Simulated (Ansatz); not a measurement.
Two isomers of C3H4FNO: A = `N=C(O)C=CF`, B = `C=N/C(O)=C/F`.

Gas-phase electronic energies from Ansatz, PBE0-D4/def2-TZVP geometries. CCSD(T)/CBS is the MP2 limit (def2-TZVPP, def2-QZVPP) plus CCSD(T) − MP2 in def2-TZVPP, frozen cores. DFT in def2-TZVPP. B3LYP here is the variant with VWN-RPA as its local correlation; programs differ in this. One conformer a species, not always the lowest.

Question: Which isomer does CCSD(T)/CBS put lower? Give the gap. (Best estimate.)

Answer: The calculation gave: A, by 92.2 kJ/mol.

Question: Give E(B) − E(A) in kJ/mol with ωB97M-V, PBE0-D4, B3LYP, B2PLYP, r2SCAN-D4, HF/def2-TZVPP, CCSD(T)/def2-TZVPP. (Best estimate.)

Answer: Computed: ωB97M-V 93.9, PBE0-D4 91.1, B3LYP 88.7, B2PLYP 93.0, r2SCAN-D4 93.9, HF/def2-TZVPP 95.0, CCSD(T)/def2-TZVPP 92.7. None reverses the order clearly.

Largest T1 diagnostic: 0.014.

From PBE to PBE0 (25 % exact exchange), in def2-TZVPP and without D4, E(B) − E(A) moves by +4.1 kJ/mol.
